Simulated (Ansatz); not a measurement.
## Cost against result

Saddle point of CH6FSi, doublet (CH₃F ([CH3][F]) + SiH₃ → CH₂F ([CH2][F]) + SiH₄; bonds formed: H1–Si4; bonds broken: H1–C2), PBE0-D4/def2-TZVP structure:

H1  (-0.048, -0.111, 0.129)
C2  (-1.335, 0.181, 0.982)
F3  (-1.809, 1.328, 0.465)
Si4  (1.238, -0.230, -0.861)
H5  (-0.954, 0.304, 1.993)
H6  (-1.982, -0.670, 0.779)
H7  (1.837, -1.587, -0.741)
H8  (0.803, -0.005, -2.265)
H9  (2.250, 0.791, -0.482)
(Å)

Barriers are electronic and count from the start structure reached by relaxing down the imaginary mode. Spin–orbit coupling is left out.

Ansatz 0.2.0; basis: as named in each row; cores frozen in the correlated methods; orbitals are unrestricted. B3LYP uses VWN-RPA correlation. Extrapolation: Hartree–Fock as exp(−7.88 √X), correlation as X^−2.97.

Times are rough, for one single point on 4 threads of a shared host (Arm Neoverse V2).

The estimate by CCSD(T) at an estimated basis limit (MP2 extrapolated from triple and quadruple zeta, plus CCSD(T) − MP2 in triple zeta) is 23.58 kcal/mol.

```tsv
method	basis	time (s)	barrier (kcal/mol)	method less estimate
HF	STO-3G	under 1	19.02	-4.56
PBE-D4	STO-3G	under 1	-4.83	-28.40
SPW92	def2-SVP	under 1	12.87	-10.71
PBE-D4	def2-SVP	under 1	16.56	-7.02
B3LYP-D4	6-31G	under 1	23.81	0.23
SPW92	def2-TZVPP	under 1	13.30	-10.27
PBE0-D4	def2-SVP	under 1	19.94	-3.64
PBE-D4	def2-TZVPP	2	16.99	-6.59
BLYP-D4	def2-TZVPP	2	17.36	-6.21
PBE0-D4	def2-TZVPP	2	19.87	-3.70
B3LYP-D4	def2-TZVPP	2	19.64	-3.93
BHLYP-D4	def2-TZVPP	2	22.38	-1.20
CAM-B3LYP-D4	def2-TZVPP	2	21.02	-2.55
RPA on PBE	def2-TZVPP	3	24.83	1.26
PBE-QIDH	def2-TZVPP	3	23.17	-0.41
r2SCAN-D4	def2-TZVPP	3	18.60	-4.98
B2PLYP	def2-TZVPP	3	22.12	-1.46
CCSD(T)	def2-SVP	3	26.09	2.51
wB97M-V	def2-SVP	4	21.69	-1.89
r2SCAN0-D4	def2-TZVPP	4	20.49	-3.08
wB97X-V	def2-TZVPP	6	20.88	-2.70
B97M-V	def2-TZVPP	7	19.25	-4.33
wB97M-V	def2-TZVPP	7	21.76	-1.81
MP2	def2-QZVPP	12	26.50	2.92
CCSD(T)	def2-TZVPP	97	24.03	0.46
```

All methods are single points on the PBE0-D4 structures; a negative value means that the method puts the saddle structure below the start.

The T1 diagnostic stays at or below 0.016. ⟨S²⟩ of the unrestricted Hartree–Fock references: 0.75 to 0.78 (a pure state has 0.75).

Radical steps of this kind take place in plasma deposition and etching.

Labels in which every atom is bracketed show which atoms are joined, not bond orders.
